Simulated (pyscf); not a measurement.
# Four-centre exchange: silane (SiH₄) + hydrogen chloride (HCl) → H₃Si–Cl + hydrogen (H₂)

Gas phase, singlet surface, charge 0. Bonds broken: Si1–H2, Cl6–H7. Bonds formed: Si1–Cl6, H2–H7. Single points on ωB97X-D3(BJ)/def2-SVP structures (PySCF, gas phase).

Transition state (Å):

```xyz
7

Si    -0.1778     0.2575    -0.3153
H     -1.6904    -0.5621    -0.4205
H     -0.0171     1.2425     0.7750
H     -0.7964     1.0354    -1.4437
H      0.9792    -0.4339    -0.9215
Cl    -0.1733    -1.5070     1.4395
H     -1.3328    -1.0411     0.2647
```

One imaginary mode, 1041i cm⁻¹; descent along it reached the two sides named.

```
bond     change  reactant side (Å)  saddle  product side
-------  ------  -----------------  ------  ------------
Si1–H2   breaks              1.492   1.724           4.1
Cl6–H7   breaks              1.284   1.715           2.9
Si1–Cl6   forms                3.5   2.489         2.069
H2–H7     forms                2.7   0.909         0.761
```

Electronic energies relative to the separated reactants (kcal/mol):

```json
[
 {"level": "ωB97X-D3(BJ)/def2-TZVP", "barrier": "36.5", "reaction energy": "-19.1", "reverse barrier": "55.6"},
 {"level": "PBE/def2-TZVP", "barrier": "30.9", "reaction energy": "-16.7", "reverse barrier": "47.6"},
 {"level": "r²SCAN/def2-TZVP", "barrier": "32.7", "reaction energy": "-18.3", "reverse barrier": "51.1"},
 {"level": "B3LYP-D3(BJ)/def2-TZVP", "barrier": "35.9", "reaction energy": "-17.3", "reverse barrier": "53.2"},
 {"level": "PBE0-D3(BJ)/def2-TZVP", "barrier": "33.2", "reaction energy": "-17.1", "reverse barrier": "50.4"},
 {"level": "M06-2X/def2-TZVP", "barrier": "36.1", "reaction energy": "-19.5", "reverse barrier": "55.6"},
 {"level": "ωB97M-D3(BJ)/def2-TZVP", "barrier": "37.5", "reaction energy": "-17.0", "reverse barrier": "54.5"},
 {"level": "HF/def2-TZVP", "barrier": "53.7", "reaction energy": "-15.1", "reverse barrier": "68.7"}
]
```

With ωB97M-D3(BJ)/def2-TZVP energies and thermal terms (ideal gas, 1 atm, RRHO with modes under 100 cm⁻¹ raised to 100, one conformer, R ln 2 for chiral ones without a mode under 150 cm⁻¹), in kcal/mol:

```csv
T (K),ΔH‡,ΔG‡,ΔH,ΔG
298,37.2,45.0,-17.9,-17.2
600,37.1,53.0,-17.3,-16.7
900,37.4,60.8,-16.8,-16.5
1200,37.8,68.6,-16.6,-16.4
```

This is the saddle that the search found; another between the same sides may lie lower.
